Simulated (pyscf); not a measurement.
## Four-centre exchange: `[O]=[MoH]([Cl])([Cl])[Cl]` + `[NH3]` → `[NH2][Mo](=[O])([Cl])([Cl])[Cl]` + `[H][H]`

Gas phase, singlet surface, charge 0. Bonds broken: Mo2–H6, N7–H8. Bonds formed: Mo2–N7, H6–H8. Optimised with ωB97X-D3(BJ)/def2-SVP in PySCF.

Transition state (Å):

```xyz
10

O     -0.7883    -0.6976     1.7808
Mo    -1.1962    -0.3597     0.2171
Cl     0.0200    -2.0354    -0.7594
Cl    -1.9373     1.7764     0.5760
Cl    -3.2128    -1.3534     0.0994
H     -1.5954     0.1139    -1.7188
N      0.3412     0.7587    -0.7211
H     -0.6054     0.5622    -1.5475
H      0.4656     1.7311    -0.4502
H      1.2092     0.2844    -0.9575
```

One imaginary mode, 1428i cm⁻¹; descent along it reached the two sides named, in the forms told below.

| bond | change | reactant side (Å) | saddle | product side |
|---|---|---|---|---|
| Mo2–H6 | breaks | 1.686 | 2.033 | 3.4 |
| N7–H8 | breaks | 1.020 | 1.272 | 2.9 |
| Mo2–N7 | forms | 2.350 | 2.120 | 1.942 |
| H6–H8 | forms | 2.199 | 1.100 | 0.760 |

Electronic energies relative to the separated reactants (kJ/mol):

```csv
level,barrier,reaction energy,reverse barrier
ωB97X-D3(BJ)/def2-TZVP,121.9,-4.2,126.1
PBE/def2-TZVP,108.1,-8.7,116.8
r²SCAN/def2-TZVP,104.5,-16.2,120.7
B3LYP-D3(BJ)/def2-TZVP,119.0,-10.0,129.0
PBE0-D3(BJ)/def2-TZVP,113.9,-1.3,115.2
M06-2X/def2-TZVP,140.6,0.0,140.6
ωB97M-D3(BJ)/def2-TZVP,134.9,+7.4,127.5
HF/def2-TZVP,228.6,+45.3,183.3
```

With ωB97M-D3(BJ)/def2-TZVP energies and thermal terms (ideal gas, 1 atm, RRHO with modes under 100 cm⁻¹ raised to 100, one conformer, R ln 2 for chiral ones without a mode under 150 cm⁻¹), in kJ/mol:

```tsv
T (K)	ΔH‡	ΔG‡	ΔH	ΔG
298	124.9	172.3	-5.5	+6.0
600	126.8	219.7	+0.3	+15.4
900	130.5	265.4	+5.0	+21.8
1200	134.5	309.7	+8.4	+26.8
```

On the reactant side the descent ends in an adduct with a Mo–N contact, 21.8 kJ/mol under the separated species and 143.7 kJ/mol under the saddle at ωB97X-D3(BJ)/def2-TZVP. What is counted as formed (Mo–N) is already present as a longer contact in the reactant adduct; forming that adduct is a step of its own. At the saddle there is also a short H–Mo contact that neither side keeps. O=MoH(Cl)(Cl)–Cl lies 77.0 kJ/mol over its isomer HO–Mo(Cl)(Cl)–Cl [triplet] (electronic energy, ωB97M-D3(BJ)/def2-TZVP). One saddle was located; it need not be the lowest between these sides. Elements past Kr carry the def2 core potentials, without spin-orbit coupling.
